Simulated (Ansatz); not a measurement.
Si: pressure series

The reference is Si in the diamond structure (space group Fd-3m, No. 227; a = 5.4443 Å).

Cell and atoms are relaxed at each pressure.

All numbers come from r2SCAN (Ansatz, a first-principles code, PAW, no spin-orbit coupling).

| pressure (GPa) | volume per atom (Å³/atom) |
|---|---|
| -2 | 20.610 |
| -1 | ? |
| 0 | 20.172 |
| 0.7 | 20.028 |
| 1.5 | 19.870 |
| 3 | 19.591 |
| 5 | 19.248 |
| 7.5 | 18.858 |
| 10 | 18.504 |

Q: Fit the third-order Birch–Murnaghan form P(V) = (3B₀/2)[(V₀/V)^(7/3) − (V₀/V)^(5/3)]·[1 + (3/4)(B₀′ − 4)((V₀/V)^(2/3) − 1)] (squares taken in P) to the rows shown and predict the withheld row.

A: Least squares on the printed values gives V₀ = 20.171 Å³/atom, B₀ = 96.9 GPa, B₀′ = 4.2; this predicts 20.385 Å³/atom, and the run gives 20.384 Å³/atom, in agreement.

Measured bulk modulus of Si: 100.8 GPa (static lattice; corrected from measurement; as listed in Jianwei Sun et al., Physical Review B (2011)); the computed value is 4 % below it.

Load acts through the strain it causes; cell and atoms are relaxed under it. No phonon test of stability was made. Tetrahedral semiconductors of this kind turn to denser phases somewhere between about 1 and 50 GPa; those were not computed, so compressed cells here can lie past the real transition.
